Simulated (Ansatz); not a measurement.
Relaxation of C₄H₃F (8 atoms, charge 0, multiplicity 1), to a largest force component of 0.02 eV/Å in at most 40 steps.

Level of theory: Ansatz 0.2.0, RKS B3LYP/STO-3G.

```xyz
8
Properties=species:S:1:pos:R:3:forces:R:3
C 0.026 1.553 1.432 0.01 1.98 2.15
C -0.114 0.859 0.475 -0.26 -0.73 -1.28
C -0.250 -0.001 -0.658 1.60 -0.87 2.30
C 0.255 -1.262 -0.589 -1.76 -0.06 -2.87
F 0.079 -2.096 -1.667 0.38 -0.03 0.11
H 0.055 2.268 2.256 0.14 -0.48 -0.30
H -0.608 0.390 -1.562 -1.01 0.72 -2.02
H 0.649 -1.768 0.257 0.90 -0.53 1.90
```

Where does it end, and by what steps?

The run converged. Limits of this set-up: minimal basis. After 8 steps the energy has fallen by 0.248 eV; C4 moved furthest, 0.07 Å.

```csv
step,energy less start (eV),largest force component (eV/Å),accepted
0,0.0000,2.865,yes
1,-0.1312,1.613,yes
2,-0.2152,0.827,yes
3,-0.2295,0.491,yes
4,-0.2418,0.320,yes
5,-0.2448,0.253,yes
6,-0.2472,0.080,yes
7,-0.2475,0.029,yes
8,-0.2475,0.010,yes
```

```xyz
8
Properties=species:S:1:pos:R:3
C -0.006 1.610 1.440
C -0.095 0.870 0.490
C -0.205 -0.006 -0.653
C 0.209 -1.304 -0.626
F 0.106 -2.136 -1.701
H 0.073 2.271 2.290
H -0.644 0.401 -1.577
H 0.655 -1.764 0.280
```

Time of the run: 7.6 s on 1 thread of Arm Neoverse V2, on a shared host, peak memory 0.093 GiB.
